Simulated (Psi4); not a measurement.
**[PO2]+ (SMILES O=[P+]=O), step by step**

Aim: a geometry optimisation (wB97X-D/6-31+G*), then the harmonic vibrations, then a single-point energy (SCS-MP2/aug-cc-pVDZ) of [PO2]+. 

The results are computed with Psi4 1.11.

## (1) Starting point

[PO2]+ has 3 atoms, charge +1, and is taken as a singlet. SMILES: `O=[P+]=O`. The shape is that of a GFN2-xTB (4 decimals) optimisation. The run starts from this shape.

Bond lengths: O1–P2 1.407 Å, P2–O3 1.408 Å. Angles: O1–P2–O3 180.0°.

## (2) A structure relaxation at wB97X-D/6-31+G(d) (density fitting, Cartesian functions) (run 1)

o2p.sdf

```

     RDKit          3D

  3  2  0  0  0  0  0  0  0  0999 V2000
    0.7923    1.0259    0.5482 O   0  0  0  0  0  0  0  0  0  0  0  0
    0.0002   -0.0002    0.0003 P   0  0  0  0  0  5  0  0  0  0  0  0
   -0.7925   -1.0257   -0.5485 O   0  0  0  0  0  0  0  0  0  0  0  0
  2  1  2  0
  3  2  3  0
M  CHG  1   3   1
M  END
$$$$
```

job.py

```python
import psi4
from rdkit import Chem

psi4.set_memory('1600 MB')
psi4.set_num_threads(1)
psi4.set_output_file('output.dat', False)

rd = Chem.SDMolSupplier('o2p.sdf', removeHs=False, sanitize=False)[0]
xyz = rd.GetConformer().GetPositions()
atoms = '\n'.join(f'{a.GetSymbol()} {x:.4f} {y:.4f} {z:.4f}' for a, (x, y, z) in zip(rd.GetAtoms(), xyz))
m = psi4.geometry('1 1\n' + atoms + '')

psi4.set_options({
    'geom_maxiter': 60,
})

e_tot = psi4.optimize("wb97x-d/6-31+G*")
print(f'total energy {e_tot:.8f} hartree = {e_tot * 27.211386:.5f} eV')
print(m.to_string(dtype='xyz', units='Angstrom'))
```

Command:

```sh
$ python job.py
```

output.dat:

```text
[...]
  Running in cs symmetry.
[...]
  Nuclear repulsion =  102.269018143329163
[...]
  Multiplicity = 1
[...]
  Nalpha       = 15
  Nbeta        = 15
[...]
    Number of basis functions: 61
[...]
   @DF-RKS iter   1:  -491.05212925462678    3.36387e-01   1.60598e-02 DIIS/ADIIS
[...]
   @DF-RKS iter   8:  -491.30361794340774   -9.09495e-13   1.32335e-09 DIIS
[...]
  @DF-RKS Final Energy:  -491.30361794340774
   => Energetics <=
    Nuclear Repulsion Energy =             99.9846586343938100
    One-Electron Energy =                -866.1159647077282671
    Two-Electron Energy =                 303.6515326891097857
    DFT Exchange-Correlation Energy =     -28.8237098439582944
    Empirical Dispersion Energy =          -0.0001347152247839
    VV10 Nonlocal Energy =                  0.0000000000000000
    Total Energy =                       -491.3036179434077440
[...]
  -Total Gradient:
     Atom            X                  Y                   Z
    ------   -----------------  -----------------  -----------------
       1        0.000005409004     0.000000000000    -0.000134513815
       2       -0.000010949736     0.000000000000     0.000005254942
       3        0.000005385710     0.000000000000     0.000129435291
[...]
    Final optimized geometry and variables:
    Molecular point group: cs
    Full point group: C1v
    Geometry (in Angstrom), charge = 1, multiplicity = 1:
    O           -0.000059691192     0.000000000000     1.439582023237
    P           -0.000059691192     0.000000000000     0.000000859741
    O            0.000175281731     0.000000000000    -1.439583688104
[...]
```

The script printed:

```text
Optimizer: Optimization complete!
total energy -491.30361794 hartree = -13369.05239 eV
3
1 1 O2P
O                    -0.000059691192     0.000000000000     1.439582023237
P                    -0.000059691192     0.000000000000     0.000000859741
O                     0.000175281731     0.000000000000    -1.439583688104
```

Wall time 17 s (1 thread of AMD EPYC 7R43 (Zen 3), shared host); peak memory 0.39 GiB.

Steps, from the record of the run:

| step | energy from the first frame kept (eV) | largest force (eV/Å) |
| --- | --- | --- |
| 0 | 0.0000 | 2.7406 |
| 1 | -0.0793 | 0.6664 |
| 2 | -0.0848 | 0.0670 |
| 3 | -0.0848 | 0.0069 |

After the run. Bond lengths: O1–P2 1.440 Å, P2–O3 1.440 Å. Angles: O1–P2–O3 180.0°.

## (3) The harmonic vibrations at wB97X-D/6-31+G(d) (density fitting, Cartesian functions) (run 2)

job.py

```python
import psi4

psi4.set_memory('1600 MB')
psi4.set_num_threads(1)
psi4.core.set_output_file('output.dat', False)

molecule = psi4.geometry("""
1 1
O      0.000000     0.000000    -1.439582
P      0.000000     0.000000    -0.000001
O      0.000000     0.000000     1.439584
symmetry c1
""")

psi4.set_options({
    'basis': '6-31+G*',
    't': 298.15,
    'rotational_symmetry_number': 2,
})

E = psi4.frequency("WB97X-D")
print(f'total energy {E:.8f} hartree = {E * 27.211386:.5f} eV')
for k in ('ZPVE', 'ENTHALPY', 'GIBBS FREE ENERGY'):
    print(f'{k}: {psi4.variable(k):.8f} Eh')
```

Command:

```sh
$ python job.py
```

output.dat:

```text
[...]
  Running in c1 symmetry.
[...]
  Nuclear repulsion =   99.984649236956216
[...]
  Multiplicity = 1
[...]
  Nalpha       = 15
  Nbeta        = 15
[...]
    Number of basis functions: 61
[...]
   @DF-RKS iter   1:  -491.04902833911234    2.33856e-01   1.25559e-02 ADIIS/DIIS
[...]
   @DF-RKS iter  11:  -491.30361689940412   -1.02318e-12   2.62402e-09 DIIS
[...]
  @DF-RKS Final Energy:  -491.30361689940412
   => Energetics <=
    Nuclear Repulsion Energy =            100.0033222320036117
    One-Electron Energy =                -866.1526863912317822
    Two-Electron Energy =                 303.6699433874305782
    DFT Exchange-Correlation Energy =     -28.8240614816388856
    Empirical Dispersion Energy =          -0.0001346459676277
    VV10 Nonlocal Energy =                  0.0000000000000000
    Total Energy =                       -491.3036168994041191
[...]
  -Total Gradient:
     Atom            X                  Y                   Z
    ------   -----------------  -----------------  -----------------
       1        0.000000000000    -0.000000000000    -0.000273448057
       2       -0.000000000000     0.000000000000     0.001664520990
       3       -0.000000000000    -0.000000000000    -0.001334507954
[...]
  ==> Harmonic Vibrational Analysis <==
[...]
  Freq [cm^-1]                 286.8379            286.8381           1136.8046
[...]
  IR activ [km/mol]            54.2551             54.2551              0.0000
[...]
  Freq [cm^-1]                1633.5093
[...]
  IR activ [km/mol]            38.4712
[...]
  Total E_0, Enthalpy at 0 [K]                                                         -491.29599975 [Eh]
[...]
  Total H, Enthalpy at  298.15 [K]                                                     -491.29179700 [Eh]
[...]
  Total G, Gibbs energy at  298.15 [K]                                                 -491.31807878 [Eh]
[...]
```

On the terminal:

```text
Warning: used thermodynamics relations inappropriate for low-frequency modes: ['286.8379' '286.8381']
total energy -491.30361792 hartree = -13369.05239 eV
ZPVE: 0.00761817 Eh
ENTHALPY: -491.29179700 Eh
GIBBS FREE ENERGY: -491.31807878 Eh
```

Wall time 54 s (1 thread of AMD EPYC 7R43 (Zen 3), shared host); peak memory 0.35 GiB.

## (4) The energy at SCS-MP2/aug-cc-pVDZ (density fitting) (run 3)

o2p.dat

```
memory 1.6 GB

molecule m {
  1 1
  O     -1.057439     0.324372     0.921413
  P      0.000086    -0.000047     0.000117
  O      1.057459    -0.324468    -0.921359
}

set globals {
  freeze_core true
}

e_tot, wfn = energy("scs-mp2/aug-cc-pVDZ", return_wfn=True)
```

Command:

```sh
$ psi4 -i o2p.dat -o o2p.out -n 1
```

o2p.out:

```text
[...]
  Running in c1 symmetry.
[...]
  Nuclear repulsion =   99.984656875507966
[...]
  Multiplicity = 1
[...]
  Nalpha       = 15
  Nbeta        = 15
[...]
    Number of basis functions: 73
[...]
   @RHF iter   1:  -489.87343412938787   -6.12093e-02   8.45857e-03 DIIS/ADIIS
[...]
   @RHF iter  11:  -490.05695951413679    1.70530e-13   1.74142e-09 DIIS
[...]
  @RHF Final Energy:  -490.05695951413679
   => Energetics <=
    Nuclear Repulsion Energy =             99.9846568755079659
    One-Electron Energy =                -865.5400135966616517
    Two-Electron Energy =                 275.4983972070168647
    Total Energy =                       -490.0569595141367927
[...]
 Multipole Moments:
 ------------------------------------------------------------------------------------
     Multipole            Electronic (a.u.)      Nuclear  (a.u.)        Total (a.u.)
 ------------------------------------------------------------------------------------
 L = 1.  Multiply by 2.5417464519 to convert [e a0] to [Debye]
 Dipole X            :          0.0000616           -0.0000110            0.0000506
 Dipole Y            :          0.0003058           -0.0000545            0.0002513
 Dipole Z            :         -0.0000047            0.0000009           -0.0000037
 Magnitude           :                                                    0.0002563
[...]
	SCS-MP2 Total Energy (a.u.)        :  -490.56516703362155
	SOS-MP2 Total Energy (a.u.)        :  -490.51622835182451
	SCSN-MP2 Total Energy (a.u.)       :  -490.31535575402529
[...]
	SOS-PI-MP2 Total Energy (a.u.)     :  -490.59277315810579
[...]
	MP2 Total Energy (a.u.)            :  -490.58649959093441
[...]
```

Wall time 7.8 s (1 thread of AMD EPYC 7R43 (Zen 3), shared host); peak memory 0.32 GiB.

## (5) Outcome

| quantity | value |
| --- | --- |
| run 1, wB97X-D/6-31+G*: total energy at the end | -491.30362 Eh |
| run 1, wB97X-D/6-31+G*: HOMO energy | -21.30 eV |
| run 1, wB97X-D/6-31+G*: LUMO energy | -10.77 eV |
| run 1, wB97X-D/6-31+G*: HOMO–LUMO gap | 10.53 eV |
| run 1, wB97X-D/6-31+G*: dispersion energy | -0.35 kJ/mol |
| run 2, wB97X-D/6-31+G*: lowest harmonic wavenumber | 287 cm⁻¹ |
| run 2, wB97X-D/6-31+G*: highest harmonic wavenumber | 1634 cm⁻¹ |
| run 2, wB97X-D/6-31+G*: zero-point energy | 20.0 kJ/mol |
| run 2, wB97X-D/6-31+G*: ideal-gas entropy at 298.15 K (symmetry number 2 as used) | 55.3 cal/(mol K) |
| run 3, SCS-MP2/aug-cc-pVDZ: total energy | -490.56517 Eh |
| run 3, SCS-MP2/aug-cc-pVDZ: HOMO energy (Hartree–Fock orbitals) | -23.35 eV |
| run 3, SCS-MP2/aug-cc-pVDZ: LUMO energy (Hartree–Fock orbitals) | -8.29 eV |
| run 3, SCS-MP2/aug-cc-pVDZ: HOMO–LUMO gap (Hartree–Fock orbitals) | 15.05 eV |
| run 3, SCS-MP2/aug-cc-pVDZ: correlation energy (7 core orbitals frozen) | -508.2 mEh |

The optimisation (run 1, wB97X-D/6-31+G*) took 4 steps and changed the energy by -0.085 eV. All 4 modes (run 2, wB97X-D/6-31+G*) are real, so the shape is a minimum at this level.
